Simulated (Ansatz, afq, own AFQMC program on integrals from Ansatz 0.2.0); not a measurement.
AFQMC on a folder of integrals that Ansatz 0.2.0 wrote.

```yaml
crystal:
  periodic: [false, false, false]
  atoms:
    - {symbol: Zr, position_ang: [0.000000, 0.000000, 0.000000]}
    - {symbol: C, position_ang: [0.000000, 0.000000, 1.754600]}
basis:
  gaussian: {orbitals: def2-SVP}
total_charge: 1
magnetization: {spin_polarized: true, initial_magnetization: 3}
correlation: {method: ccsd_t, electrons: outside_noble_gas, hamiltonian_folder: ham}
```

```sh
$ ansatz run in.yaml --threads 1 --pin off --events-out ev --progress --plain --max-ram 1843MiB
```

afq runs on the folder ham with

```
--method phaseless --trial hf --walkers 120 --populations 1 --least-time 40 --time-step 0.005 --steps-per-block 20 --equilibration-blocks 160 --max-blocks 600 --target-error 0.0009600 --factor-cut 1e-05 --start spin_pure --seed 184 --taylor-order 6
```

Times are imaginary, in 1/Eh. The walk had a cap of 1139 s. Core potentials past Kr, no spin–orbit coupling.

Log:

```
orbitals 40  electrons 5 2  factors 338 of 474
reference energy -83.90563887 Eh
CCSD correlation -0.15555599 Eh in 20 cycles, weight of the determinant in the CISD state 0.8663
energy of the start -83.908400 Eh
 block  time / (1/Eh)  mean weight  energy / Eh
     1     0.100  1.0003  -83.936261
     2     0.200  1.0006  -83.957097
     3     0.300  1.0021  -83.974004
     4     0.400  1.0007  -83.999037
     5     0.500  1.0011  -84.009181
     7     0.700  1.0005  -84.014681
     9     0.900  0.9999  -84.037117
    20     2.000  0.9990  -84.094872
    58     5.800  0.9994  -84.081629
    96     9.600  1.0007  -84.083407
   134    13.400  0.9991  -84.056943
   172    17.200  1.0012  -84.049970
   210    21.000  1.0005  -84.083757
   248    24.800  1.0011  -84.067975
   286    28.600  0.9987  -84.047315
   324    32.400  0.9983  -84.084678
   362    36.200  0.9991  -84.052313
   400    40.000  1.0001  -84.057319
   438    43.800  0.9995  -84.068257
   476    47.600  0.9989  -84.048399
   514    51.400  1.0000  -84.096844
   552    55.200  1.0014  -84.068743
   590    59.000  0.9995  -84.042830
   628    62.800  0.9982  -84.092500
   647    64.700  1.0009  -84.106139
   666    66.600  1.0011  -84.102689
   685    68.500  1.0002  -84.038952
   704    70.400  1.0016  -84.054039
   742    74.200  1.0009  -84.055246
blocks merged  error / Eh  count
     1  0.000758  600
     2  0.001024  300
     4  0.001346  150
     8  0.001689  75
    16  0.002011  37
    32  0.002021  18
    64  0.001271  9
energy -84.067785 +/- 0.002021 Eh
(rows thinned)
```

The run passed its tests (sampling time, drift between the halves within three errors, error under three times the target), which doesn't prove that it has relaxed.

Against this walk (error 55.0 meV) on the same determinant: CCSD(T) 36.5 meV lower (within the noise), CCSDT(Q) 101.3 meV lower (within the noise), a separate phaseless walk with a CISD trial and standard settings 36.4 ± 57.6 meV lower (within the noise). The error is statistical and leaves out the bias of the constraint. The determinant has ⟨S²⟩ = 3.87, so the low cluster orders mix in higher spin (the high orders can go on to a lower state of that spin), while the walk starts as a pure quartet.

Cautions: constraint bias not in the error; error above the target (55.0 against 26.1 meV); no spin-orbit coupling; outer-core shells of the metal frozen; another spin lies lower; strong correlation (T1 0.054, weight of the determinant 0.87, largest double 0.08); unrestricted determinant spin contaminated (⟨S²⟩ 3.87 against 3.75); the bias of populations of 120 walkers isn't removed.

The walk took 5.7 min on 1 thread of Arm Neoverse V1, with other jobs on the host. The log's last line is the phaseless energy.

CCSDT and higher add their correlation energy to the determinant of the CCSD(T) run, since their own runs factorise the integrals more tightly (a shift of under 2 meV). A walk keeps the symmetry of its determinant, which the program's search chose and which needn't be the lowest solution, so a lower state of the same spin and another symmetry isn't excluded.
